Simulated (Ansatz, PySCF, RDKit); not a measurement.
Pair of molecules: CH5N (SMILES CN) (first 7 atoms) with CH5N (SMILES CN); geometry from S66by8 set.
(charge 0, multiplicity 1):
```json
[
 {"atom": "N", "x (Å)": "-1.3371", "y (Å)": "0.2016", "z (Å)": "-0.6226"},
 {"atom": "H", "x (Å)": "-0.5085", "y (Å)": "-0.3832", "z (Å)": "-0.6730"},
 {"atom": "H", "x (Å)": "-1.9990", "y (Å)": "-0.1881", "z (Å)": "-1.2808"},
 {"atom": "C", "x (Å)": "-1.8971", "y (Å)": "0.1221", "z (Å)": "0.7248"},
 {"atom": "H", "x (Å)": "-2.7912", "y (Å)": "0.7399", "z (Å)": "0.7860"},
 {"atom": "H", "x (Å)": "-2.1612", "y (Å)": "-0.8852", "z (Å)": "1.0623"},
 {"atom": "H", "x (Å)": "-1.1788", "y (Å)": "0.5294", "z (Å)": "1.4339"},
 {"atom": "N", "x (Å)": "1.5082", "y (Å)": "-0.6951", "z (Å)": "-0.4878"},
 {"atom": "H", "x (Å)": "1.8044", "y (Å)": "-0.4206", "z (Å)": "-1.4158"},
 {"atom": "H", "x (Å)": "2.1317", "y (Å)": "-1.4428", "z (Å)": "-0.2126"},
 {"atom": "C", "x (Å)": "1.6684", "y (Å)": "0.4401", "z (Å)": "0.4259"},
 {"atom": "H", "x (Å)": "1.3982", "y (Å)": "0.1254", "z (Å)": "1.4315"},
 {"atom": "H", "x (Å)": "2.6758", "y (Å)": "0.8619", "z (Å)": "0.4629"},
 {"atom": "H", "x (Å)": "0.9758", "y (Å)": "1.2259", "z (Å)": "0.1332"}
]
```

Counterpoise-corrected where a basis set is named; no monomer relaxation. Rows marked so take none. RDKit's UFF carries no charges.

Cores are frozen in the correlated methods. Rows in 3-21G, 6-31G*, STO-3G carry no dispersion term and start afresh at each structure (6-31G* with six Cartesian d functions).

Programs: Ansatz (Gaussian orbitals); PySCF for 3-21G rows, 6-31G* rows, STO-3G rows, the dispersion terms; RDKit for the force fields. Values without a source in brackets are computed.

```csv
level,interaction energy (meV)
UFF,570.5
HF/STO-3G (no counterpoise),-68.6
HF/6-31G*,-7.7
PBE/def2-TZVPPD,-104.3
B3LYP/3-21G (no counterpoise),-348.5
B3LYP-D3(BJ)/def2-TZVPPD,-157.0
MP2/aug-cc-pVDZ,-126.5
CCSD/aug-cc-pVDZ,___
CCSD(T)/aug-cc-pVDZ,___
```

Task: What belongs in the gaps?

Result: 
- CCSD/aug-cc-pVDZ, interaction energy (meV): -92.1
- CCSD(T)/aug-cc-pVDZ, interaction energy (meV): -115.6

Ansatz is an electronic-structure program.
